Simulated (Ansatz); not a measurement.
# NHCl (quartet): the correlation ladder at distance Cl1–H2 along a hydrogen transfer = 1.459 Å, 6-31G

How much of the correlation energy of NHCl (quartet) does each wave-function method recover here?

The runs use Ansatz 0.2.0, Gaussian basis; 6-31G, core rule «outside noble gas», up to 6 orbitals frozen.

To be run: UHF; CCSD(T) on ROHF; CCSD(T) on UHF; BCCD(T) on ROHF; CISD; CCSDT(Q) on ROHF; CCSDT(Q) on UHF; CASSCF and MRCISD+Q, 5 electrons in 5 orbitals; CASSCF and NEVPT2, 5 electrons in 5 orbitals; CASSCF and MRCISD+Q, 13 electrons in 9 orbitals; CASSCF and NEVPT4(SD), 13 electrons in 9 orbitals; CASSCF and NEVPT2, 13 electrons in 9 orbitals.

## (1) What is computed

The geometry derives from fragments relaxed apart (PBE0/def2-TZVP) and kept rigid, so it is no stationary point. A hydrogen atom is moved between rigid fragments.

3 atoms, charge 0, spin multiplicity 4.

Atoms are counted from 1 here; the program's logs count them from 0.

Bond lengths: Cl1–H2 1.459 Å, H2–N3 1.175 Å. Angles: Cl1–H2–N3 180.0°.

Coordinates:

| atom | x (Å) | y (Å) | z (Å) |
| --- | --- | --- | --- |
| Cl1 | 0.0000 | 0.0000 | -1.3643 |
| H2 | 0.0000 | 0.0000 | 0.0947 |
| N3 | 0.0000 | 0.0000 | 1.2697 |

## (2) UHF

The input, in.yaml:

```yaml
crystal:
  periodic: [false, false, false]
  atoms:
    - {symbol: Cl, position_ang: [0.000000, 0.000000, -1.364333]}
    - {symbol: H, position_ang: [0.000000, 0.000000, 0.094667]}
    - {symbol: N, position_ang: [0.000000, 0.000000, 1.269667]}
basis:
  gaussian: {orbitals: 6-31G}
magnetization: {spin_polarized: true, initial_magnetization: 3}
hamiltonian: {xc: hf}
output: {orbitals: {seedname: orbitals}}
```

Started as:

```console
$ ansatz run in.yaml --threads 1 --pin off --events-out ev --progress --plain --max-ram 3968MiB --backend cpu
```

The runs that follow: CCSD(T) on ROHF; CCSD(T) on UHF; BCCD(T) on ROHF; CISD; CCSDT(Q) on ROHF; CCSDT(Q) on UHF; CASSCF and MRCISD+Q, 5 electrons in 5 orbitals; CASSCF and NEVPT2, 5 electrons in 5 orbitals; CASSCF and MRCISD+Q, 13 electrons in 9 orbitals; CASSCF and NEVPT4(SD), 13 electrons in 9 orbitals; CASSCF and NEVPT2, 13 electrons in 9 orbitals.

Before running them: what should the planned runs give, taken together? Wanted: UCCSDT(Q) below the RHF energy; RMP2 from UCCSDT(Q); UMP2 from UCCSDT(Q); RCCSD from UCCSDT(Q); RCCSD(T) from UCCSDT(Q); UCCSD(T) from UCCSDT(Q); RCCSDT(Q) from UCCSDT(Q); NEVPT2 pair from UCCSDT(Q); MRCISD+Q pair from UCCSDT(Q).

As calculated:

| quantity | value |
| --- | --- |
| UCCSDT(Q) below the RHF energy | -3.2388 eV |
| RMP2 from UCCSDT(Q) | +14.78 kcal/mol |
| UMP2 from UCCSDT(Q) | +13.58 kcal/mol |
| RCCSD from UCCSDT(Q) | +1.45 kcal/mol |
| RCCSD(T) from UCCSDT(Q) | +0.37 kcal/mol |
| UCCSD(T) from UCCSDT(Q) | +0.33 kcal/mol |
| RCCSDT(Q) from UCCSDT(Q) | +0.05 kcal/mol |
| NEVPT2 pair from UCCSDT(Q) | +11.49 kcal/mol |
| MRCISD+Q pair from UCCSDT(Q) | +0.94 kcal/mol |
| NEVPT2 valence from UCCSDT(Q) | +13.30 kcal/mol |
| levels within 1 kcal/mol (43 meV) | RCCSD(T), UCCSD(T), BCCD(T), RCCSDT, UCCSDT, RCCSDT(Q), MRCISD+Q pair, MRCISD+Q valence |
| T1 diagnostic | 0.035 |
| effectively unpaired electrons | 3.01 |

**Reading.** RCCSD(T) misses by +0.37 kcal/mol, 0.5 % of the correlation energy. One determinant dominates. Of the multireference levels listed MRCISD+Q valence comes nearest in total energy (+0.75 kcal/mol), which doesn't show that its space is the better one. These misses are within one basis, not against nature; the frozen cores of restricted and unrestricted runs differ, which can shift their rows.
